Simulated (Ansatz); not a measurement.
Relaxation of CH3F2 (6 atoms, charge 0, multiplicity 2), to a largest force component of 0.03 eV/Å in at most 50 steps.

These are results of Ansatz, UKS B3LYP/def2-SVP, not measurements.

```xyz
6
Properties=species:S:1:pos:R:3
H 0.581 -0.237 0.017
C -0.408 0.195 -0.143
F -1.345 -0.702 0.242
F -0.525 1.313 0.611
H 2.273 -1.025 0.476
H -0.576 0.457 -1.203
```

**Question.** Where does it end, and by what steps?

**Answer.** The forces met the threshold. The force dipped under the threshold on the way, but the program's further checks kept it going. After 7 steps the energy has fallen by 0.022 eV; H5 moved furthest, 0.59 Å.

| step | energy less start (eV) | largest force component (eV/Å) | accepted |
| --- | --- | --- | --- |
| 0 | 0.0000 | 0.599 | yes |
| 1 | -0.0076 | 0.182 | yes |
| 2 | -0.0131 | 0.103 | yes |
| 3 | -0.0191 | 0.072 | yes |
| 4 | -0.0208 | 0.011 | yes |
| 5 | -0.0221 | 0.030 | yes |
| 6 | -0.0223 | 0.013 | yes |
| 7 | -0.0223 | 0.013 | yes |

```xyz
6
Properties=species:S:1:pos:R:3
H 0.486 -0.195 -0.003
C -0.517 0.243 -0.164
F -1.455 -0.651 0.219
F -0.634 1.361 0.587
H 2.805 -1.264 0.587
H -0.684 0.506 -1.225
```

Whether the end is a true minimum wasn't checked by a vibrational analysis.

Run time: 8.7 s on 1 thread of Intel(R) Xeon(R) 6975P-C (Granite Rapids), on a shared host, peak memory 0.14 GiB.
